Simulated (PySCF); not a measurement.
**CH6Si (methylsilane) at 6 levels**

Wanted: a comparison of 6 runs (BHLYP/def2-TZVP, BLYP/def2-TZVP, CAM-B3LYP/def2-TZVP, revPBE/def2-TZVP, SCS-MP2/def2-TZVP, CCSD(T)/def2-TZVP) of CH6Si (methylsilane). 

Program for the calculation: PySCF 2.14.0.

2 further runs of the same task are left out: 2 set aside as unsound or not needed.

## (1) The system as given

CH6Si has 8 atoms, charge 0, and is taken as a singlet. As SMILES, `C[SiH3]`. The C1–Si2 distance was set to 3.367 Å, away from the relaxed value. At this shape a bond of the SMILES string is far longer than usual.

Bond lengths: C1–H3 1.092 Å, C1–H4 1.092 Å, C1–H5 1.092 Å, Si2–H6 1.488 Å, Si2–H7 1.488 Å, Si2–H8 1.488 Å. Angles: H3–C1–H4 108.1°, H3–C1–H5 108.1°, H4–C1–H5 108.1°, H6–Si2–H7 108.2°, H6–Si2–H8 108.2°, H7–Si2–H8 108.2°.

## (2) A single-point energy at BHLYP/def2-TZVP (run 1)

Contents of run.py:

```python
from pyscf import gto, dft

mol = gto.Mole()
mol.atom = '''
C   -0.456629   0.603163  -2.365704
Si   0.162420  -0.214550   0.841500
H   -1.515599   0.475933  -2.600984
H    0.120341  -0.027997  -3.045204
H   -0.188529   1.644143  -2.559264
H   -0.624960   0.646220   1.765390
H    1.605560  -0.040010   1.159870
H   -0.203110  -1.633210   1.102780
'''
mol.basis = 'def2-tzvp'
mol.max_memory = 1860
mol.verbose = 3
mol.build()

mf = dft.RKS(mol, xc='bhandhlyp')
mf.grids.level = 5
mf.conv_tol = 1e-10
mf.kernel()
if not mf.converged:
    mf = mf.newton().run(mf.mo_coeff, mf.mo_occ)

etot = mf.e_tot
print('E(%s) = %.9f' % ('BHLYP', etot))
```

Launch:

```bash
$ OMP_NUM_THREADS=1 python run.py
```

Standard output:

```text
converged SCF energy = -331.043583624611
E(BHLYP) = -331.043583625
```

Run time: 23 s. Hardware: 1 thread of Arm Neoverse N1, shared host; peak memory 0.52 GiB.

## (3) A single-point energy at BLYP/def2-TZVP (run 2)

Contents of job.py:

```python
from pyscf import gto, dft

mol = gto.Mole()
mol.atom = '''
C     -0.456629     0.603163    -2.365704
Si     0.162420    -0.214550     0.841500
H     -1.515599     0.475933    -2.600984
H      0.120341    -0.027997    -3.045204
H     -0.188529     1.644143    -2.559264
H     -0.624960     0.646220     1.765390
H      1.605560    -0.040010     1.159870
H     -0.203110    -1.633210     1.102780
'''
mol.max_memory = 1860
mol.verbose = 4
mol.basis = 'def2-tzvp'
mol.spin = 0
mol.charge = 0
mol.build()

myscf = dft.RKS(mol)
myscf.xc = 'blyp'
myscf.grids.level = 5
myscf.conv_tol = 1e-10
myscf.kernel()
if not myscf.converged:
    myscf = myscf.newton().run(myscf.mo_coeff, myscf.mo_occ)

e_tot = myscf.e_tot
print('E = %.10f Eh' % e_tot)
```

Launch:

```bash
$ OMP_NUM_THREADS=1 python job.py
```

Standard output:

```text
PySCF version 2.14.0

[... 82 lines left out ...]
converged SCF energy = -331.064671995303
E = -331.0646719953 Eh
```

It took 29 s on 1 thread of Arm Neoverse N1, shared host; peak memory 0.52 GiB.

Runs 3 to 5 aren't shown in full; the table further down has their settings and results.

## (4) The energy at CCSD(T)/def2-TZVP (run 6)

Contents of start.xyz:

```xyz
8

C     -0.456629     0.603163    -2.365704
Si     0.162420    -0.214550     0.841500
H     -1.515599     0.475933    -2.600984
H      0.120341    -0.027997    -3.045204
H     -0.188529     1.644143    -2.559264
H     -0.624960     0.646220     1.765390
H      1.605560    -0.040010     1.159870
H     -0.203110    -1.633210     1.102780
```

Contents of calc.py:

```python
from pyscf import gto, scf, cc

mol = gto.Mole()
mol.atom = 'start.xyz'
mol.basis = 'def2-tzvp'
mol.verbose = 3
mol.spin = 0
mol.max_memory = 1860
mol.build()

mf = scf.RHF(mol)
mf.conv_tol = 1e-10
mf.kernel()
if not mf.converged:
    mf = mf.newton().run(mf.mo_coeff, mf.mo_occ)

mycc = cc.CCSD(mf, frozen=6)
mycc.kernel()
e_t = mycc.ccsd_t()
etot = mycc.e_tot + e_t
print('E = %.10f Eh' % etot)
```

Launch:

```bash
$ OMP_NUM_THREADS=1 python calc.py
```

Standard output:

```text
converged SCF energy = -330.149970144313
E(CCSD) = -330.5164819561402  E_corr = -0.3665118118276118
CCSD(T) correction = -0.0195868282273147
E = -330.5360687844 Eh
```

It took 45 s on 1 thread of Arm Neoverse N1, shared host; peak memory 0.66 GiB.

## (5) All runs side by side

| run | level | integration grid | frozen core orbitals | energy (Eh) | dipole moment (D) of the reference | HOMO energy (eV) | LUMO energy (eV) | wall time |
| --- | --- | --- | --- | --- | --- | --- | --- | --- |
| 1 | BHLYP/def2-TZVP | 5 | – | -331.043584 | 0.38 | -7.07 | -2.18 | 23 s |
| 2 | BLYP/def2-TZVP | 5 | – | -331.064672 | 0.23 | -5.54 | -3.68 | 29 s |
| 3 | CAM-B3LYP/def2-TZVP | 5 | – | -331.053429 | 0.48 | -7.52 | -2.08 | 34 s |
| 4 | revPBE/def2-TZVP | 5 | – | -331.023488 | 0.24 | -5.64 | -3.73 | 29 s |
| 5 | SCS-MP2/def2-TZVP | – | 6 | -330.483474 | 0.38 | -7.90 | 0.17 | 3.9 s |
| 6 | CCSD(T)/def2-TZVP | – | 6 | -330.536069 | 0.38 | -7.90 | 0.17 | 45 s |

## (6) Summary of results

```
                                          quantity          value
                               run 6: total energy  -330.53607 Eh
       run 6: dipole moment (Hartree–Fock density)         0.38 D
        run 6: HOMO energy (Hartree–Fock orbitals)       -7.90 eV
        run 6: LUMO energy (Hartree–Fock orbitals)        0.17 eV
      run 6: HOMO–LUMO gap (Hartree–Fock orbitals)        8.07 eV
run 6: correlation energy (6 core orbitals frozen)     -386.1 mEh
                             run 6: (T) correction     -19.59 mEh
                              run 6: T1 diagnostic          0.021
```

**Reading.** Over runs 1, 2, 3, 4 the dipole moment (its size) runs from 0.23 D (BLYP/def2-TZVP) to 0.48 D (CAM-B3LYP/def2-TZVP). Over runs 1, 2, 3, 4 the HOMO–LUMO gap runs from 1.86 eV (BLYP/def2-TZVP) to 5.44 eV (CAM-B3LYP/def2-TZVP). Totals of different functionals can't be ranked against each other. In runs 1, 2, 3, 4, 5, 6 a closed-shell determinant meets a far-stretched bond, which it describes badly. All runs together took 2.7 min, the longest 45 s.
